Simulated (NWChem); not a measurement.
# Li₂ in NWChem

```xyz
2

Li     0.0000     0.0000     1.3936
Li     0.0000     0.0000    -1.3936
```
Charge 0, spin multiplicity 1.

All runs are NWChem calculations. All single points use one geometry, from PBE0/def2-SVP, a minimum by its harmonic frequencies.

Symmetry labels belong to the abelian group D2h used in the runs, with the axes of the coordinates shown; states degenerate in a higher group split over its labels.

The structure started from a generated list of species.

List the lowest 3 singlet excitations that CIS/def2-SVPD gives, with oscillator strengths.


```tsv
state	symmetry	energy (eV)	wavelength (nm)	f
1	b1u	2.09	594	0.681
2	b3u	2.62	473	0.769
3	b2u	2.62	473	0.769
```
